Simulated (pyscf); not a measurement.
## Substitution at Ge: H₃Ge–SnH₃ + CH₃• → SnH₃• + H₃C–GeH₃

Gas phase, doublet surface, charge 0. Bonds broken: Sn1–Ge2. Bonds formed: Ge2–C9. Single points on ωB97X-D3(BJ)/def2-SVP structures (PySCF, gas phase).

Transition state (Å):

```xyz
12

Sn    -1.2530    -2.0550    -0.4754
Ge    -0.7413     0.4433     0.3070
H     -0.5103    -2.3948    -1.9844
H     -2.9404    -2.3109    -0.6521
H     -0.6666    -3.1939     0.6661
H     -1.5400     0.3493     1.6165
H      0.7854     0.2729     0.3481
H     -1.3870     1.1105    -0.9177
C     -0.3016     2.6144     0.9848
H      0.3318     3.0196     0.1873
H     -1.2926     3.0778     1.0528
H      0.2074     2.4952     1.9482
```

One imaginary mode, 503i cm⁻¹; descent along it reached the two sides named.

```tsv
bond	change	reactant side (Å)	saddle	product side
Sn1–Ge2	breaks	2.571	2.7	3.8
Ge2–C9	forms	3.5	2.317	1.952
```

Electronic energies relative to the separated reactants (eV):

```tsv
level	barrier	reaction energy	reverse barrier
ωB97X-D3(BJ)/def2-TZVP	0.39	-0.51	0.89
PBE/def2-TZVP	0.09	-0.75	0.84
r²SCAN/def2-TZVP	0.25	-0.62	0.87
B3LYP-D3(BJ)/def2-TZVP	0.28	-0.67	0.95
PBE0-D3(BJ)/def2-TZVP	0.23	-0.69	0.92
M06-2X/def2-TZVP	0.28	-1.01	1.29
ωB97M-D3(BJ)/def2-TZVP	0.41	-0.80	1.21
HF/def2-TZVP	1.17	-0.48	1.65
```

With ωB97M-D3(BJ)/def2-TZVP energies and thermal terms (ideal gas, 1 atm, RRHO with modes under 100 cm⁻¹ raised to 100, one conformer, R ln 2 for chiral ones without a mode under 150 cm⁻¹), in eV:

```tsv
T (K)	ΔH‡	ΔG‡	ΔH	ΔG
298	0.48	0.91	-0.72	-0.70
600	0.48	1.35	-0.75	-0.68
900	0.50	1.78	-0.77	-0.63
1200	0.52	2.20	-0.78	-0.58
```

The same reactants have a lower exit, to H₃Ge–SnH₂• + CH₄ (barrier +0.11 eV at ωB97M-D3(BJ), against +0.41 eV here). This is the saddle that the search found; another between the same sides may lie lower. The angle at the attacked Ge is 180°. Elements up to Kr have no core potential and no relativistic terms here. Elements past Kr carry the def2 core potentials, without spin-orbit coupling.
